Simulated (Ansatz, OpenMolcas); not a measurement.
# Ansatz → OpenMolcas

Ansatz 0.2.0 runs this on quartet BH2:

run.yaml:
```yaml
crystal:
  periodic: [false, false, false]
  atoms:
    - {symbol: B, position_ang: [0.262840, -0.166230, 0.128640]}
    - {symbol: H, position_ang: [0.280020, 0.985320, 0.260980]}
    - {symbol: H, position_ang: [-0.542860, -0.819090, -0.389630]}
basis:
  gaussian: {orbitals: 3-21G.json}
magnetization: {spin_polarized: true, initial_magnetization: 3}
hamiltonian: {xc: {name: SVWN5}}
accuracy: high
```

```bash
$ ansatz run run.yaml --threads 1 --pin off --max-ram 2610MiB --events-out events.jsonl --progress --plain --runs-dir runs
```

(Basis files named in the input come from the Basis Set Exchange and aren't shown.)

Geometry: relaxed at GFN2-xTB. That shape belongs to the parent species and isn't relaxed for this state.

Without diffuse functions such a state is poorly described.

It gives a total energy of -25.261018 Eh.

Problem. Write the same calculation for OpenMolcas 26.06 as an input file of the program's own.

Solution. One way, which was run:

run.input:
```
* BH2 Kohn-Sham DFT

&GATEWAY
  BASLIB
  $CurrDir
  COORD
  3
  angstrom
  B        0.262840      -0.166230       0.128640
  H        0.280020       0.985320       0.260980
  H       -0.542860      -0.819090      -0.389630
  BASIS
  3-21G
  GROUP
  NoSym

&SEWARD
  GRIDINPUT
  Grid=UltraFine
  End of Grid

&SCF
  UHF
  SPIN
  4
  KSDFT
  SVWN5
  THRESHOLDS
  1e-10 1e-07 1e-07 1e-05
  PRORBITALS
  1 1
```

```bash
$ export MOLCAS_MEM=1860
$ pymolcas run.input > run.log
```

(Basis files named in the input come from the Basis Set Exchange and aren't shown.)

Its energy is -25.261018 Eh, 0.000 mEh from the first.
